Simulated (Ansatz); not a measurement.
Breaking a bond: SiO, singlet.

Computed with CCSD(T) on UHF/cc-pVTZ, frozen core run with Ansatz (a program for electronic structure).

The batch members p0 to p5 hold the bond at 1.14, 1.20, 1.29, 1.37, 1.43, 1.47 Å.

Ansatz input:

Ansatz 0.2 input:
```yaml
# input.yaml
basis:
  gaussian: { orbitals: cc-pvtz }
correlation:
  method: ccsd_t
  electrons: outside_noble_gas
scf:
  omitted_lower_state_checks: [cluster_reference, increment]
batch:
  members: [p0.yaml, p1.yaml, p2.yaml, p3.yaml, p4.yaml, p5.yaml]

# p3.yaml, one of the 6 members of this batch
crystal:
  periodic: [false, false, false]
  atoms:
    - { symbol: Si, position_ang: [0.0, 0.0, 0.0] }
    - { symbol: O, position_ang: [0.0, 0.0, 1.37] }
total_charge: 0
magnetization:
  spin_polarized: true
```

Lines of the output on each member:

```
Member 0: Total energy: -9900.60600280 eV, -363.8405597310 hartree
Member 0: Checks for a lower state left out: cluster_reference, increment
Member 1: Total energy: -9904.26913523 eV, -363.9751773648 hartree
Member 1: Checks for a lower state left out: cluster_reference, increment
Member 2: Total energy: -9907.68765151 eV, -364.1008055210 hartree
Member 2: Checks for a lower state left out: cluster_reference, increment
Member 3: Total energy: -9909.30601170 eV, -364.1602791609 hartree
Member 3: Checks for a lower state left out: cluster_reference, increment
Member 4: Total energy: -9909.93368992 eV, -364.1833459102 hartree
Member 4: Checks for a lower state left out: cluster_reference, increment
Member 5: Total energy: -9910.15062692 eV, -364.1913181981 hartree
Member 5: Checks for a lower state left out: cluster_reference, increment
```

The unrestricted solution behind UCCSD(T) changes between 2.29 and 2.50 Å, which can leave a kink. The unrestricted determinant behind UCCSD(T) is spin-contaminated at 1.75 to 6.02 Å (<S²> up to 2.0, against 0.00 for a pure singlet).
